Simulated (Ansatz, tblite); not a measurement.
Removing and adding an electron: Si(SMe)H3 (CH6SSi). The state is a singlet with charge 0. Geometry: PBE-D4/def2-TZVP. Ansatz, gas phase; energy differences of separate SCF runs; the oxidised species was run as a doublet alone; the reduced species was run as a doublet alone.

```xyz
9

Si   -0.6451    0.9584   -0.9443
S    -0.7273    0.2741    1.0801
C     0.6225   -0.9632    1.0207
H     0.3953   -1.7584    0.2995
H     0.6904   -1.4000    2.0245
H     1.5816   -0.4920    0.7717
H     0.6688    1.6073   -1.2553
H    -1.7510    1.9497   -1.0930
H    -0.8351   -0.1760   -1.9041
```

The xTB rows come from tblite.

| level | −HOMO (eV) | vertical IE (eV) | −LUMO (eV) | vertical EA (eV) | HOMO–LUMO gap (eV) | IE − EA (eV) | remarks |
| --- | --- | --- | --- | --- | --- | --- | --- |
| GFN1-xTB | 11.42 | 14.83 | 5.92 | – | 5.50 | – | – |
| GFN2-xTB | 10.06 | 13.39 | 5.85 | 2.94 | 4.22 | 10.45 | – |
| PBE-D4/def2-TZVP | 5.75 | 9.01 | 0.76 | – | 4.99 | – | – |
| PBE-D4/def2-TZVPD | 5.80 | – | 0.96 | -0.76 | 4.84 | – | HOMO above zero (-1 doublet) |
| r2SCAN-D4/def2-TZVP | 6.00 | 9.05 | 0.41 | – | 5.59 | – | – |
| r2SCAN-D4/def2-TZVPD | 6.03 | – | 0.55 | -0.94 | 5.48 | – | HOMO above zero (-1 doublet) |
| PBE0-D4/def2-TZVP | 6.95 | 9.12 | -0.11 | – | 7.06 | – | – |
| PBE0-D4/def2-TZVPD | 6.98 | – | 0.17 | -0.92 | 6.82 | – | HOMO above zero (-1 doublet) |

   A HOMO above zero means that the electron is unbound at that level or that self-interaction error raises the level; the energy of removing that electron tells which. Raw xTB energy differences between charge states are shifted by several eV; the methods need an empirical correction for them. A negative affinity means that the extra electron isn't bound; its size then hangs on the basis.
